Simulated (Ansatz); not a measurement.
H$_{3}$O$_{4}$P (`O=P(O)(O)O`). Charge 0, multiplicity 1. The structure was optimised at the PBE0-D4/def2-TZVP level. It is one conformer, not always the lowest.

```xyz
8

O     0.552   -1.082   -1.050
P     0.049   -0.098   -0.095
O    -0.901    1.022   -0.687
O     1.146    0.759    0.661
O    -0.813   -0.670    1.104
H    -0.651    1.259   -1.586
H     1.946    0.248    0.820
H    -1.328   -1.437    0.833
```

What is the dipole moment at PBE/def2-TZVPP? (Estimate.)

Ansatz gave: 0.43 D, with components (-0.14, 0.29, 0.28) D in this frame, pointing from negative to positive charge.

And with r2SCAN, B3LYP, ωB97M-V? (Best estimate.)

Computed: r2SCAN 0.44 D, B3LYP 0.42 D, ωB97M-V 0.43 D.

Give the Mulliken charges with PBE, ωB97M-V, r2SCAN in def2-TZVPP. (An estimate is asked.)

Ansatz gave: 
```csv
atom,PBE,ωB97M-V,r2SCAN
O1,-0.48,-0.54,-0.55
P2,0.68,0.87,0.90
O3,-0.29,-0.32,-0.35
O4,-0.29,-0.32,-0.35
O5,-0.29,-0.32,-0.35
H6,0.22,0.21,0.23
H7,0.22,0.21,0.23
H8,0.22,0.21,0.23
```

B3LYP here is the variant with VWN-RPA as its local correlation; programs differ in this.
